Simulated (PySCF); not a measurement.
Molecule: C$_{2}$H$_{8}$N, charge 1, multiplicity 1. It need not be the lowest isomer of its formula. 
Structure (B3LYP-D3(BJ)/def2-TZVP (Ansatz) minimum search):
```
N
H 1 1.0225
H 1 1.0225 2 105.89
C 1 1.5031 2 109.14 3 117.36
H 4 1.0866 1 108.35 2 -177.81
H 4 1.0866 5 110.30 1 118.45
H 4 1.0870 5 110.46 6 122.40
C 1 1.5031 2 109.14 3 -117.36
H 8 1.0866 1 108.35 2 -62.51
H 8 1.0866 9 110.30 1 118.45
H 8 1.0870 9 110.46 10 122.40
```
Charge +1, spin multiplicity 1.

Dispersion corrections to the total energy (kcal/mol) from the dftd3 and dftd4 libraries through PySCF: D3(BJ) without and D4 with the three-body term, each with the damping fitted for the functional named.

| functional | D3(BJ) | D4 |
|---|---|---|
| PW6B95 | ___ | -2.22 |
| HF | -32.71 | -10.88 |
| B3LYP | -6.30 | -4.10 |
| r2SCAN | -1.02 | -0.63 |
| CAM-B3LYP | -2.58 | -2.07 |
| PBE0 | -3.15 | ___ |
| LC-wPBE | -3.24 | ___ |

Q: Fill in the missing entries.

A: 
- PW6B95, D3(BJ): -1.56
- PBE0, D4: -2.11
- LC-wPBE, D4: -2.82
